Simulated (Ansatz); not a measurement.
# CH₂ClSi+: functionals against CCSD(T) at one geometry

The task here is to estimate one member of a computed series from the others.

Computed with Ansatz 0.2.0, Gaussian basis. Level: single points in def2-TZVPP.

Correlated methods freeze the cores.

## The starting structure

SMILES `C=[Si+]Cl`, 5 atoms, charge 1, spin multiplicity 1.

Atoms are counted from 1 here; the program's logs count them from 0.

Bond lengths: C1–Si2 1.771 Å, C1–H4 0.957 Å, C1–H5 1.049 Å, Si2–Cl3 1.936 Å. Angles: Si2–C1–H4 119.2°, Si2–C1–H5 124.0°, H4–C1–H5 116.6°, C1–Si2–Cl3 175.1°.

As a file:

```
C    -0.49400    0.56730   -0.39190
Si    0.53860   -0.58080    0.47560
Cl    1.64750   -1.93900    1.29680
H    -0.69760    1.40960    0.01360
H    -0.82880    0.42700   -1.37620
```

Set-up of the first run:

Contents of run/in.yaml:

```yaml
crystal:
  periodic: [false, false, false]
  atoms:
    - {symbol: C, position_ang: [-0.494000, 0.567300, -0.391900]}
    - {symbol: Si, position_ang: [0.538600, -0.580800, 0.475600]}
    - {symbol: Cl, position_ang: [1.647500, -1.939000, 1.296800]}
    - {symbol: H, position_ang: [-0.697600, 1.409600, 0.013600]}
    - {symbol: H, position_ang: [-0.828800, 0.427000, -1.376200]}
basis:
  gaussian: {orbitals: def2-TZVPP}
total_charge: 1
correlation: {method: ccsd_t}
output: {forces: true}
```

No record of the launch command was kept for these runs.

Steps of the session up to this table: CCSD(T)/def2-TZVPP; PBE0-D4/def2-TZVPP; wB97M-V/def2-TZVPP; r2SCAN-D4/def2-TZVPP; PBE-D4/def2-TZVPP; HSE06-D4/def2-TZVPP; revPBE-D4/def2-TZVPP.

One of the session's tables, all rows but one given; the rest of the session is left out.

| method | RMS force component (eV/Å) | angle to CCSD(T) forces (°) |
| --- | --- | --- |
| CCSD(T) | 2.642 | reference |
| PBE0-D4 | 2.780 | 3.5 |
| wB97M-V | 2.767 | 4.7 |
| r2SCAN-D4 | 2.741 | 2.9 |
| PBE-D4 | 2.768 | 2.1 |
| HSE06-D4 | ? | ? |
| revPBE-D4 | 2.754 | 2.4 |

Q: Estimate the row for HSE06-D4 from the others.

As computed: RMS force component (eV/Å): 2.778; angle to CCSD(T) forces (°): 3.4. In the column «RMS force component (eV/Å)» it lies between PBE-D4 (2.768) and PBE0-D4 (2.780).
